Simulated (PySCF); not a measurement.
Identify the unknown among the candidates.

All candidates are C4H6O2.

* Rotational structure: rotational constants A, B, C: 10.401, 2.338, 1.932 GHz [GFN2-xTB]
* Triplet: lowest triplet excitation (Tamm–Dancoff): 3.91 eV [TDA CAM-B3LYP/def2-SVPD]
* UV, first state: lowest singlet excitation: 5.12 eV (242 nm, f = 0.000) [TDDFT CAM-B3LYP/def2-SVPD]
* Dipole: 1.65 D [CAM-B3LYP/def2-SVPD]
* UV, strongest line: among the 8 lowest singlet transitions: S2 at 6.53 eV (190 nm, f = 0.327) [TDDFT CAM-B3LYP/def2-SVPD]
* Polarisability: 56.9 au [CAM-B3LYP/def2-SVPD]

The electronic properties come from PySCF, for the isolated species, density fitting. Levels stand in brackets. One conformer (not necessarily the lowest) at the GFN2-xTB geometry, without solvent, vibrations or thermal averaging.

Problem. Which candidate is it?
A. `O=C(O)C1CC1`
B. `C=CCC(=O)O`
C. `C=CC(=O)OC`
D. `CCC(=O)C=O`

Solution. C. It is `C=CC(=O)OC`. Numbering: `[CH2:1]=[CH:2][C:3](=[O:4])[O:5][CH3:6]`. Its formula, C4H6O2, gives 2 degrees of unsaturation: 0 rings and 2 π bonds in the structure found. The optimised geometry has point group Cs and is an asymmetric top.

The others, at the same levels:
- `C=CCC(=O)O` fails: its computed lowest singlet excitation is 5.82 eV (213 nm, f = 0.009) (against 5.12 eV), lowest triplet excitation (Tamm–Dancoff) is 4.46 eV (against 3.91 eV) and strongest line among the 8 lowest singlet transitions is S2 at 7.20 eV (172 nm, f = 0.207) (against S2 at 6.53 eV).
- `CCC(=O)C=O` fails: its computed lowest singlet excitation is 2.81 eV (441 nm, f = 0.000) (against 5.12 eV), lowest triplet excitation (Tamm–Dancoff) is 2.26 eV (against 3.91 eV) and strongest line among the 8 lowest singlet transitions is S8 at 8.02 eV (155 nm, f = 0.078) (against S2 at 6.53 eV).
- `O=C(O)C1CC1` fails: its computed lowest singlet excitation is 6.00 eV (207 nm, f = 0.000) (against 5.12 eV), lowest triplet excitation (Tamm–Dancoff) is 5.55 eV (against 3.91 eV) and strongest line among the 8 lowest singlet transitions is S6 at 8.65 eV (143 nm, f = 0.181) (against S2 at 6.53 eV).

Each candidate is one conformer, not necessarily the lowest. Dipoles, sizes and rotational constants follow the conformer. The torsions of the flexible species, by atom-mapped SMILES:
- `[CH2:1]=[CH:2][C:3](=[O:4])[O:5][CH3:6]`: C1–C2–C3–O4 0°, C2–C3–O5–C6 180°
- `[CH2:1]=[CH:2][CH2:3][C:4](=[O:5])[OH:6]`: C1–C2–C3–C4 -115°, C2–C3–C4–O5 -75°, H–O6–C4–C3 -178°
- `[CH3:1][CH2:2][C:3](=[O:4])[CH:5]=[O:6]`: C1–C2–C3–O4 0°, C2–C3–C5–O6 0°
- `[O:1]=[C:2]([OH:3])[CH:4]1[CH2:5][CH2:6]1`: O1–C2–C4–C5 33°, H–O3–C2–O1 0°
